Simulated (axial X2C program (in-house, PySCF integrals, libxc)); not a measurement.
## Working with the constants of AlS⁻

A bond curve at the CCSD(T) level, with spin–orbit coupling, was computed with an in-house all-electron X2C program for linear molecules (integrals from PySCF) (basis S dyall-av3z [9s8p3d2f], Al dyall-av3z [9s9p3d2f] (cores contracted in-house)) for the state Ω = 0 (closed shell). Its fit gives Re = 2.1139 Å, ωe = 565.5 cm⁻¹, ωexe = 2.12 cm⁻¹ and αe = 1.408e-03 cm⁻¹; the masses are 31.9721 and 26.9815 u. Two-component means X2C with spin–orbit coupling and atomic mean-field Coulomb and Gaunt terms.

Correlated methods: 10 electrons correlated (number of frozen shells: S 2 s, 1 p; Al 2 s, 1 p), 200 virtual spin orbitals or spinors in MP2, 90 natural virtuals in coupled cluster.

Q: Find the reduced mass, Be and the force constant.

A: From the CCSD(T) values: μ = 14.6328 u. Be = 16.8576/(μ Re²) = 0.2578 cm⁻¹. k = 5.8918×10⁻⁷ μ ωe² = 2.76 mdyn/Å.

Q: Give B0, the J = 1←0 line in GHz and the most populated J at 300 K (kT = 208.5 cm⁻¹).

A: B0 = Be − αe/2 = 0.2571 cm⁻¹; 2B0 = 15.42 GHz; J(max) ≈ √(kT/2B0) − 1/2 = 19.6, so J = 20.

Q: A Morse curve ties αe to the other constants (Pekeris). How well does that hold?

A: αe(Morse) = 6Be²/ωe × (√(ωexe/Be) − 1) = 1.317e-03 cm⁻¹; the CCSD(T) curve gives 1.408e-03 cm⁻¹, a ratio of 0.94.

Q: Where do the fundamental and the first overtone lie?

A: ν(1←0) = ωe − 2ωexe = 561.3 cm⁻¹; ν(2←0) = 2ωe − 6ωexe = 1118.3 cm⁻¹.

Q: Estimate De from a Morse curve and compare with the computed well depth of 4.678 eV to S- + Al.

A: De(Morse) = ωe²/(4ωexe) = 4.676 eV against 4.678 eV computed, a ratio of 1.00. For De the Morse form works well here.

One determinant describes the state; a PBE0 search over occupations chose it and may have missed a lower one. De is counted from the lowest determinant-based energies of the atoms at the same level, without counterpoise correction. CCSD and (T) use frozen natural virtuals with an MP2 correction for the truncation; (T) itself is uncorrected, so its De runs slightly low.
